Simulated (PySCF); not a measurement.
C5H10Cl (doublet state).
Cartesian coordinates in Å at the GFN2-xTB level; atoms count from 1:
```
atom  x, y, z in Å
C1     2.3917    0.0641   -0.8010
C2     1.1993   -0.7076   -0.2415
C3     0.0727    0.1756    0.1323
C4    -1.2743   -0.2905    0.2369
C5    -2.3556    0.7644    0.2070
Cl6   -1.4411   -1.1412    1.9788
H7     2.1023    0.6082   -1.6969
H8     2.7630    0.7772   -0.0690
H9     3.1979   -0.6188   -1.0565
H10    0.8598   -1.4568   -0.9628
H11    1.5305   -1.2623    0.6492
H12    0.3083    1.1548    0.5192
H13   -1.4967   -1.1415   -0.4059
H14   -3.3232    0.3315    0.4461
H15   -2.4041    1.1973   -0.7912
H16   -2.1380    1.5544    0.9212
```

The hyperfine couplings belong to this conformer and change with its torsions.

The species is `CC[CH][C@H](C)Cl` [radical].

Theory: UKS B3LYP, pcH-1 on C Cl H, non-relativistic, mean-field spin-orbit, GIAO in PySCF. The structure is a single GFN2-xTB conformer in the gas phase; no vibrational or solvent corrections. A GFN2-xTB geometry isn't a minimum of the functional, and hyperfine couplings can be far from their values at a DFT geometry. The SCF solution wasn't tested for stability.

Question: What is the g tensor, term by term?

Answer: 
```csv
Δg (ppt),1,2,3
relativistic mass correction,-0.18,-0.18,-0.18
gauge correction,0.00,0.03,0.03
orbital Zeeman/spin–orbit,0.10,0.59,6.23
total,-0.08,0.43,6.07
```

So g = 2.00224, 2.00275, 2.00839 and g_iso = 2.00446; the tensor is close to axial: the two nearest values differ by 8 % of g3 − g1. Axes: g1 points within 15° of the C4–Cl6 bond and g2 points within 9° of the C2–C3 bond.

Question: What effective moment and Curie constant follow for a powder?

Answer: With the mean of g² = 4.0179 and S(S+1) = 0.75: μ_eff = √(⟨g²⟩S(S+1)) = 1.736 μB and χT = 0.12505·⟨g²⟩·S(S+1) = 0.377 cm³ K/mol (cgs; spin-Hamiltonian part alone).

Question: At 9.668 GHz, how far is the centre of the isotropic spectrum from where a free electron (g = 2.002319) resonates?

Answer: B = hν/(g μB) with μB/h = 13.99624 MHz/mT gives 344.98 mT for the free electron and 344.61 mT at g_iso, 0.37 mT lower.

Question: In a frozen sample, at which fields do the three g values resonate at 9.5, 34, 94 and 263 GHz (hyperfine left aside), and which band first spreads them over more than twice a line width of 1.0 mT?

Answer: 
```json
{"band": "X", "GHz": "9.5", "B(g3) mT": "337.96", "B(g2) mT": "338.91", "B(g1) mT": "339.00", "spread mT": "1.04"}
{"band": "Q", "GHz": "34.0", "B(g3) mT": "1209.54", "B(g2) mT": "1212.94", "B(g1) mT": "1213.25", "spread mT": "3.72"}
{"band": "W", "GHz": "94.0", "B(g3) mT": "3344.01", "B(g2) mT": "3353.43", "B(g1) mT": "3354.28", "spread mT": "10.27"}
{"band": "J", "GHz": "263.0", "B(g3) mT": "9356.11", "B(g2) mT": "9382.47", "B(g1) mT": "9384.86", "spread mT": "28.74"}
```

The spread grows in proportion to the frequency. Q band is the first where it exceeds 2.0 mT.

The Mulliken spin populations are largest on C3 (+0.90), Cl6 (+0.18), C2 (-0.07) and C4 (-0.06). The angles at C3 add up to 359.0°, so it is planar; its axial dipolar tensor and the negative coupling of its proton fit spin in a p orbital normal to that plane.

The HOMO–LUMO gaps are 6.22 eV among the α and 5.12 eV among the β orbitals.
